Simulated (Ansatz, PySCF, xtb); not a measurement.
Bonds broken one at a time in the series Al Cl-SH. Gas-phase values, no solvent. One relaxed conformer stands for each flexible species; it need not be the lowest. Strings in code marks are SMILES.

Quantity: homolytic bond dissociation enthalpy at 298 K (no spin–orbit term), in kJ/mol. Thermal and zero-point terms are GFN2-xTB rigid-rotor harmonic values (xtb).

Level 1: frozen-core MP2/6-31G* // CAM-B3LYP-D3(BJ)/def2-TZVP (PySCF)
Level 2: HF/3-21G // CAM-B3LYP-D3(BJ)/def2-TZVP (PySCF)
Level 3: HF/STO-3G // CAM-B3LYP-D3(BJ)/def2-TZVP (PySCF)
Level 4: HF/cc-pVTZ // CAM-B3LYP-D3(BJ)/def2-TZVP (Ansatz, a program for electronic structure)

```tsv
species	level 1	level 2	level 3	level 4
Al–Cl bond of `[SH][Al]([Cl])[Cl]` (H–S–Al–Cl torsion 0°), giving `[Cl]` and `[SH][Al][Cl]` (H–S–Al–Cl torsion 180°)	459.3	300.9	482.3	373.5
Al–Cl bond of `[SH][Al]([SH])[Cl]` (H–S–Al–Cl torsion -180°, Cl–Al–S–H torsion 0°), giving `[Cl]` and `[SH][Al][SH]` (H–S–Al–S torsion -180°, S–Al–S–H torsion 0°)	463.2	308.4	521.7	377.9
S–Al bond of `[SH][Al]([Cl])[Cl]` (H–S–Al–Cl torsion 0°), giving `[Cl][Al][Cl]` and `[SH]`	367.4	229.2	354.9	280.6
Cl–Al bond of `[Cl][Al]([Cl])[Cl]`, giving `[Cl]` and `[Cl][Al][Cl]`	456.6	292.2	450.7	370.4
S–Al bond of `[SH][Al]([SH])[Cl]` (H–S–Al–Cl torsion -180°, Cl–Al–S–H torsion 0°), giving `[SH]` and `[SH][Al][Cl]` (H–S–Al–Cl torsion 180°)	365.8	233.6	368.1	279.4
S–Al bond of `[SH][Al]([SH])[SH]`, giving `[SH]` and `[SH][Al][SH]` (H–S–Al–S torsion -180°, S–Al–S–H torsion 0°)	364.1	233.8	390.4	279.2
```
